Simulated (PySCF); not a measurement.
How far are cheaper levels from CCSD(T)/CBS for SiC?

PySCF; the state is a triplet (σ ↑, π ↑). The composite is CCSD(T) extrapolated to the basis-set limit from two correlation-consistent sets, with core-valence (CV) and scalar-relativistic (SR) terms as its label shows; it has no spin–orbit coupling and nothing beyond (T). Here it is CCSD(T)/CBS(TQ)+CV+SR. It gives Re = 1.716 Å, ωe = 977 cm⁻¹ and De = 4.41 eV to Si + C.

```csv
level,basis,relativity,Re (Å),ωe (cm⁻¹),De (eV)
ROHF,aug-pcseg-1,no relativity,1.683,1106,2.21
ROHF-MP2,def2-TZVPPD,no relativity,1.720,994,4.18
ROHF-CCSD(T),aug-cc-pV(D+d)Z/aug-cc-pVDZ,no relativity,1.752,924,3.85
revPBE,aug-cc-pV(D+d)Z/aug-cc-pVDZ,no relativity,1.744,936,4.47
BLYP,x2c-TZVPPall,spin-free X2C,1.732,940,4.57
r²SCAN,aug-pcseg-1,no relativity,1.723,977,4.43
M06-L,def2-TZVPPD,no relativity,1.711,995,4.81
PBE0,aug-cc-pV(D+d)Z/aug-cc-pVDZ,no relativity,1.720,983,4.30
B97-3,x2c-TZVPPall,spin-free X2C,1.711,994,4.41
CAM-B3LYP,def2-TZVPPD,no relativity,1.699,1014,4.23
```

**Question.** Give the difference of each row from the composite.

**Answer.** 

```tsv
level	basis	ΔRe (pm)	Δωe (%)	ΔDe (eV)
ROHF	aug-pcseg-1	-3.3	+13.2	-2.20
ROHF-MP2	def2-TZVPPD	+0.4	+1.7	-0.23
ROHF-CCSD(T)	aug-cc-pV(D+d)Z/aug-cc-pVDZ	+3.6	-5.4	-0.56
revPBE	aug-cc-pV(D+d)Z/aug-cc-pVDZ	+2.8	-4.2	+0.06
BLYP	x2c-TZVPPall	+1.6	-3.8	+0.16
r²SCAN	aug-pcseg-1	+0.7	+0.0	+0.02
M06-L	def2-TZVPPD	-0.5	+1.8	+0.40
PBE0	aug-cc-pV(D+d)Z/aug-cc-pVDZ	+0.4	+0.6	-0.11
B97-3	x2c-TZVPPall	-0.5	+1.7	+0.00
CAM-B3LYP	def2-TZVPPD	-1.7	+3.8	-0.18
```

**Question.** Which rows come closest in De?

**Answer.** B97-3 in x2c-TZVPPall (+0.00 eV), counted from the composite.

Correlated steps freeze 6 core orbitals. Correlated levels converge slowly with the basis: in double zeta they bind strong bonds too weakly, by up to about 1 eV, and carry superposition errors of some tenths. The CCSD T1 diagnostic is raised in SiC, a sign that a single reference may not be enough there. UHF is strongly spin-contaminated for SiC, so the ROHF reference used there is far from stable. The state was picked by a PBE0 search and need not be the measured ground state.
